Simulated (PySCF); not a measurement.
# C4H6N2: core ionisation energies

C₄H₆N₂.
Atom-mapped SMILES: `[CH3:1][c:2]1[cH:3][cH:4][nH:5][n:6]1`

Method: delta-SCF UKS SCAN, pcX-2 on the ionised atom, pcseg-1 elsewhere, spin-free X2C (PySCF). Binding energies are ΔSCF values: E(core-ionised, relaxed orbitals) − E(ground state) at a fixed geometry, referred to the vacuum level.

Question: List the computed XPS lines with their assignment.

Answer: 
| atom(s) | bonded to | level | binding energy (eV) | above the level's lowest (eV) | count |
| --- | --- | --- | --- | --- | --- |
| C1 | C and 3 H | C 1s | 290.66 | +0.67 | 1 |
| C2 | N (aromatic in the SMILES), C (aromatic in the SMILES) and C | C 1s | 290.84 | +0.85 | 1 |
| C3 | 2 C (aromatic in the SMILES) and H | C 1s | 289.99 | 0.00 | 1 |
| C4 | N (aromatic in the SMILES), C (aromatic in the SMILES) and H | C 1s | 291.20 | +1.21 | 1 |
| N5 | N (aromatic in the SMILES), C (aromatic in the SMILES) and H | N 1s | 406.78 | +2.01 | 1 |
| N6 | N (aromatic in the SMILES) and C (aromatic in the SMILES) | N 1s | 404.77 | 0.00 | 1 |

Lowest listed C 1s: C3, bonded to 2 C (aromatic in the SMILES) and H. Highest, 1.21 eV above it: C4, bonded to N (aromatic in the SMILES), C (aromatic in the SMILES) and H. The widest gap between neighbouring values is 0.67 eV, between 289.99 and 290.66 eV.

The listed N 1s values span 2.01 eV, from N6 (bonded to N (aromatic in the SMILES) and C (aromatic in the SMILES)) to N5 (bonded to N (aromatic in the SMILES), C (aromatic in the SMILES) and H).

Question: Which photon energy gives electrons from C 1s of C3 a kinetic energy of 100 eV, and what is their de Broglie wavelength?

Answer: hν = 289.99 + 100 = 389.99 eV, recoil neglected; λ = 12.264 Å/√(E/eV) = 1.23 Å.

Question: Which effective nuclear charge Zeff reproduces each element's mean 1s value in the hydrogen-like formula E = 13.606 eV × Zeff²?

Answer: C (Z = 6): mean 290.7 eV, Zeff = 4.62, Z − Zeff = 1.38; N (Z = 7): mean 405.8 eV, Zeff = 5.46, Z − Zeff = 1.54. Means run over the listed sites, weighted by atom count.

Isolated species at its GFN2-xTB geometry, gas phase.
